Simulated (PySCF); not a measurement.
**One shape, several levels: singlet [Si2NH6]+**

Aim: a comparison of 6 runs (HF/STO-3G, B3LYP/cc-pVDZ, BHLYP/cc-pVDZ, CAM-B3LYP/cc-pVDZ, wB97M-V/cc-pVDZ, wB97X/cc-pVDZ) of singlet [Si2NH6]+. The job is set up through a Python script.

The calculation is run with PySCF 2.14.0.

1 further run of the same task is left out (set aside as unsound or not needed).

### 1 The molecule

[Si2NH6]+ has 9 atoms, charge +1, and is taken as a singlet. As SMILES of the parent species, `[SiH2]N[SiH3]`. The shape is that of a PBE0-D4/def2-TZVP optimisation. This is one conformer, not always the lowest. That shape belongs to the parent species and isn't relaxed for this state.

Bond lengths: Si1–N2 1.730 Å, N2–Si3 1.731 Å, Si1–H4 1.491 Å, Si1–H5 1.494 Å, N2–H6 1.011 Å, Si3–H7 1.488 Å, Si3–H8 1.483 Å, Si3–H9 1.488 Å. Some angles: Si1–N2–Si3 128.1°, Si1–N2–H6 115.1°, Si3–N2–H6 116.2°, N2–Si1–H4 107.7°, N2–Si1–H5 108.7°, N2–Si3–H7 111.1°, N2–Si3–H8 107.0°, N2–Si3–H9 112.0°, H4–Si1–H5 110.7°, H7–Si3–H8 109.8°.

### 2 The energy at HF/STO-3G (run 1)

Contents of run.py:

```python
from pyscf import gto

mol = gto.Mole()
mol.atom = '''
Si  -1.200900   0.925300  -0.948400
N    0.196900   0.625800   0.025200
Si   0.611700  -0.820500   0.880200
H   -1.616500  -0.372000  -1.554500
H   -0.842900   1.913400  -2.010900
H    0.764100   1.439300   0.222200
H    1.982600  -1.276500   0.525400
H   -0.378200  -1.853400   0.488500
H    0.571600  -0.627700   2.355400
'''
mol.basis = 'sto-3g'
mol.charge = 1
mol.verbose = 4
mol.spin = 0
mol.max_memory = 1860
mol.build()

mf = mol.RHF()
mf.conv_tol = 1e-10
mf.kernel()
if not mf.converged:
    mf = mf.newton().run(mf.mo_coeff, mf.mo_occ)

e_tot = mf.e_tot
print('E(%s) = %.9f' % ('HF', e_tot))
```

Started as:

```console
$ OMP_NUM_THREADS=1 python run.py
```

The program printed:

```text
PySCF version 2.14.0

[... 63 lines left out ...]
converged SCF energy = -628.243749240065
E(HF) = -628.243749240
```

Wall time 0.91 s (1 thread of Intel Xeon at 2.70GHz, shared host); peak memory 0.12 GiB.

### 3 The energy at B3LYP/cc-pVDZ (run 2)

Contents of input.py:

```python
from pyscf import gto, dft

molecule = gto.M(
    atom=[
    ('Si', (-1.200900, 0.925300, -0.948400)),
    ('N', (0.196900, 0.625800, 0.025200)),
    ('Si', (0.611700, -0.820500, 0.880200)),
    ('H', (-1.616500, -0.372000, -1.554500)),
    ('H', (-0.842900, 1.913400, -2.010900)),
    ('H', (0.764100, 1.439300, 0.222200)),
    ('H', (1.982600, -1.276500, 0.525400)),
    ('H', (-0.378200, -1.853400, 0.488500)),
    ('H', (0.571600, -0.627700, 2.355400)),
],
    verbose=3,
    max_memory=1860,
    spin=0,
    basis='cc-pvdz',
    charge=1,
)

mf = dft.RKS(molecule, xc='b3lyp')
mf.conv_tol = 1e-10
mf.grids.level = 5
mf.kernel()
if not mf.converged:
    mf = mf.newton().run(mf.mo_coeff, mf.mo_occ)

e_final = mf.e_tot
print('Final energy', e_final)
```

Started as:

```console
$ OMP_NUM_THREADS=1 python input.py
```

The program printed:

```text
converged SCF energy = -637.083676909334
Final energy -637.0836769093339
```

Run time: 19 s. Hardware: 1 thread of Intel Xeon at 2.70GHz, shared host; peak memory 0.41 GiB.

Runs 3 to 5 aren't shown in full; the table further down has their settings and results.

### 4 A single-point energy at wB97X/cc-pVDZ (run 6)

Contents of calc.py:

```python
from pyscf import gto, dft

system = gto.M(
    atom='''
Si      -1.200900       0.925300      -0.948400
N        0.196900       0.625800       0.025200
Si       0.611700      -0.820500       0.880200
H       -1.616500      -0.372000      -1.554500
H       -0.842900       1.913400      -2.010900
H        0.764100       1.439300       0.222200
H        1.982600      -1.276500       0.525400
H       -0.378200      -1.853400       0.488500
H        0.571600      -0.627700       2.355400
''',
    charge=1,
    basis='cc-pvdz',
    max_memory=1860,
    spin=0,
    verbose=3,
)

myscf = dft.RKS(system, xc='wb97x')
myscf.conv_tol = 1e-10
myscf.grids.level = 5
myscf.kernel()
if not myscf.converged:
    myscf = myscf.newton().run(myscf.mo_coeff, myscf.mo_occ)

etot = myscf.e_tot
print('E = %.10f Eh' % etot)
```

Started as:

```console
$ OMP_NUM_THREADS=1 python calc.py
```

The program printed:

```text
converged SCF energy = -637.007642354898
E = -637.0076423549 Eh
```

Wall time 27 s (1 thread of Intel Xeon at 2.70GHz, shared host); peak memory 0.4 GiB.

### 5 Overview of the runs

```tsv
run	level	integration grid	nlc grid	energy (Eh)	HOMO energy (eV)	LUMO energy (eV)	HOMO–LUMO gap (eV)	wall time
1	HF/STO-3G	–	–	-628.243749	-14.64	-3.57	11.06	0.91 s
2	B3LYP/cc-pVDZ	5	–	-637.083677	-13.40	-9.76	3.63	19 s
3	BHLYP/cc-pVDZ	5	–	-637.004718	-14.64	-8.72	5.92	19 s
4	CAM-B3LYP/cc-pVDZ	5	–	-637.015541	-14.84	-8.50	6.35	29 s
5	wB97M-V/cc-pVDZ	5	1	-636.959853	-15.64	-7.59	8.05	94 s
6	wB97X/cc-pVDZ	5	–	-637.007642	-15.82	-7.47	8.35	27 s
```

### 6 What came out

| quantity | value |
| --- | --- |
| run 6: total energy | -637.00764 Eh |
| run 6: HOMO energy | -15.82 eV |
| run 6: LUMO energy | -7.47 eV |
| run 6: HOMO–LUMO gap | 8.35 eV |

In words: The HOMO–LUMO gap runs from 3.63 eV (B3LYP/cc-pVDZ) to 11.06 eV (HF/STO-3G). The two ends differ in method and basis. Totals of different functionals can't be ranked against each other. In run 1 the basis is minimal, so the values are rough. All runs together took 3.1 min, the longest 94 s.
